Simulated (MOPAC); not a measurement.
Input file for MOPAC: AM1 on C2H8 (a complex).

```
AM1 1SCF PRECISE CHARGE=0 THREADS=1
C2H8

C      0.00000000 1    -0.00014000 1     1.85916100 1
H     -0.88855100 1     0.51306000 1     1.49468500 1
H      0.88855100 1     0.51306000 1     1.49468500 1
H      0.00000000 1    -1.02633900 1     1.49486800 1
H      0.00000000 1     0.00008900 1     2.94828400 1
C      0.00000000 1     0.00014000 1    -1.85916100 1
H      0.00000000 1    -0.00008900 1    -2.94828400 1
H     -0.88855100 1    -0.51306000 1    -1.49468500 1
H      0.88855100 1    -0.51306000 1    -1.49468500 1
H      0.00000000 1     1.02633900 1    -1.49486800 1
```

Output:

```
*******************************************************************************
 **                                                                           **
 **                              MOPAC v23.2.5                                **
 **                                                                           **
 *******************************************************************************
 ** MOPAC's Digital Object Identifier: https://doi.org/10.5281/zenodo.6511958 **
 **                                                                           **
 ** Please cite the open-source release paper for use of this MOPAC version:  **
 ** J. E. Moussa and J. J. P. Stewart (2026)                                  **
 ** MOPAC: An open-source semiempirical molecular orbital program             **
 ** J. Open Source Softw., 11(119), 8025, https://doi.org/10.21105/joss.08025 **
 *******************************************************************************

                              AM1 CALCULATION RESULTS

 *******************************************************************************
 *  AM1        - The AM1 Hamiltonian to be used
 *
 *
 *
 *                 CHARGE ON SYSTEM = 0
 *
 *
 *
 *  PRECISE    - TIGHTER CRITERIA TO BE USED
 *  1SCF       - DO 1 SCF AND THEN STOP
 *  THREADS=1  - MULTI-THREADING NOT USED
 *  T=         - A TIME OF 172800.0 SECONDS REQUESTED
 *  DUMP=N     - RESTART FILE WRITTEN EVERY 7200.0 SECONDS REQUESTED
 *******************************************************************************
AM1 1SCF PRECISE CHARGE=0 THREADS=1
 C2H8

   ATOM   CHEMICAL          X               Y               Z
  NUMBER   SYMBOL      (ANGSTROMS)     (ANGSTROMS)     (ANGSTROMS)

     1       C          0.00000000  *  -0.00014000  *   1.85916100  *
     2       H         -0.88855100  *   0.51306000  *   1.49468500  *
     3       H          0.88855100  *   0.51306000  *   1.49468500  *
     4       H          0.00000000  *  -1.02633900  *   1.49486800  *
     5       H          0.00000000  *   0.00008900  *   2.94828400  *
     6       C          0.00000000  *   0.00014000  *  -1.85916100  *
     7       H          0.00000000  *  -0.00008900  *  -2.94828400  *
     8       H         -0.88855100  *  -0.51306000  *  -1.49468500  *
     9       H          0.88855100  *  -0.51306000  *  -1.49468500  *
    10       H          0.00000000  *   1.02633900  *  -1.49486800  *



          CARTESIAN COORDINATES

    NO.       ATOM           X           Y           Z

     1         C          0.0000     -0.0001      1.8592
     2         H         -0.8886      0.5131      1.4947
     3         H          0.8886      0.5131      1.4947
     4         H          0.0000     -1.0263      1.4949
     5         H          0.0000      0.0001      2.9483
     6         C          0.0000      0.0001     -1.8592
     7         H          0.0000     -0.0001     -2.9483
     8         H         -0.8886     -0.5131     -1.4947
     9         H          0.8886     -0.5131     -1.4947
    10         H          0.0000      1.0263     -1.4949

  H: (AM1): M.J.S. DEWAR ET AL, J. AM. CHEM. SOC. 107 3902-3909 (1985)
  C: (AM1): M.J.S. DEWAR ET AL, J. AM. CHEM. SOC. 107 3902-3909 (1985)

           Empirical Formula: C2 H8  =    10 atoms



      MOLECULAR POINT GROUP   :   D3d


      RHF CALCULATION, NO. OF DOUBLY OCCUPIED LEVELS = 8


 -------------------------------------------------------------------------------
 AM1 1SCF PRECISE CHARGE=0 THREADS=1
 C2H8



     1SCF WAS SPECIFIED, SO BFGS WAS NOT USED
     SCF FIELD WAS ACHIEVED


                              AM1 CALCULATION
                                                       MOPAC v23.2.5 Linux




          FINAL HEAT OF FORMATION =        -15.48637 KCAL/MOL =     -64.79498 KJ/MOL


          COSMO AREA              =        101.64 SQUARE ANGSTROMS
          COSMO VOLUME            =         80.69 CUBIC ANGSTROMS

          IONIZATION POTENTIAL    =         13.282262 EV
          HOMO LUMO ENERGIES (EV) =        -13.282  4.742
          NO. OF FILLED LEVELS    =          8
          MOLECULAR WEIGHT        =         32.0852         POINT GROUP:  D3d

          MOLECULAR DIMENSIONS (Angstroms)

            Atom       Atom       Distance
            H     7    H     5     5.89657
            H    10    H     4     2.05277
            H     2    H     3     1.77710


          SCF CALCULATIONS        =          1





   ATOM   CHEMICAL          X               Y               Z
  NUMBER   SYMBOL      (ANGSTROMS)     (ANGSTROMS)     (ANGSTROMS)

     1       C          0.00000000  *  -0.00014000  *   1.85916100  *
     2       H         -0.88855100  *   0.51306000  *   1.49468500  *
     3       H          0.88855100  *   0.51306000  *   1.49468500  *
     4       H          0.00000000  *  -1.02633900  *   1.49486800  *
     5       H          0.00000000  *   0.00008900  *   2.94828400  *
     6       C          0.00000000  *   0.00014000  *  -1.85916100  *
     7       H          0.00000000  *  -0.00008900  *  -2.94828400  *
     8       H         -0.88855100  *  -0.51306000  *  -1.49468500  *
     9       H          0.88855100  *  -0.51306000  *  -1.49468500  *
    10       H          0.00000000  *   1.02633900  *  -1.49486800  *

                             CARTESIAN COORDINATES

   1    C        0.000000000    -0.000140000     1.859161000
   2    H       -0.888551000     0.513060000     1.494685000
   3    H        0.888551000     0.513060000     1.494685000
   4    H        0.000000000    -1.026339000     1.494868000
   5    H        0.000000000     0.000089000     2.948284000
   6    C        0.000000000     0.000140000    -1.859161000
   7    H        0.000000000    -0.000089000    -2.948284000
   8    H       -0.888551000    -0.513060000    -1.494685000
   9    H        0.888551000    -0.513060000    -1.494685000
  10    H        0.000000000     1.026339000    -1.494868000


           Empirical Formula: C2 H8  =    10 atoms



      MOLECULAR POINT GROUP   :   D3d


                  EIGENVALUES
 -29.57626 -29.07471 -13.56571 -13.49126 -13.48986 -13.34595 -13.34453 -13.28226
   4.74155   4.74232   4.75257   4.76116   4.76183   4.76193   5.34321   5.42444


              NET ATOMIC CHARGES AND DIPOLE CONTRIBUTIONS

  ATOM NO.   TYPE          CHARGE      No. of ELECS.   s-Pop       p-Pop
    1          C          -0.261969        4.2620     1.21729     3.04468
    2          H           0.065470        0.9345     0.93453
    3          H           0.065470        0.9345     0.93453
    4          H           0.065514        0.9345     0.93449
    5          H           0.065515        0.9345     0.93449
    6          C          -0.261969        4.2620     1.21729     3.04468
    7          H           0.065515        0.9345     0.93449
    8          H           0.065470        0.9345     0.93453
    9          H           0.065470        0.9345     0.93453
   10          H           0.065514        0.9345     0.93449
 DIPOLE           X         Y         Z       TOTAL
 POINT-CHG.     0.000     0.000     0.000     0.000
 HYBRID        -0.000    -0.000    -0.000     0.000
 SUM            0.000     0.000     0.000     0.000


          ATOMIC ORBITAL ELECTRON POPULATIONS

     Atom    s        px        py        pz
    1  C   1.21729   1.01519   1.01514   1.01435
    2  H   0.93453
    3  H   0.93453
    4  H   0.93449
    5  H   0.93449
    6  C   1.21729   1.01519   1.01514   1.01435
    7  H   0.93449
    8  H   0.93453
    9  H   0.93453
   10  H   0.93449

 **********************
 *                    *
 * JOB ENDED NORMALLY *
 *                    *
 **********************




 == MOPAC DONE ==
```

The run finished.

Cost: around 0.020 core-seconds (rough).
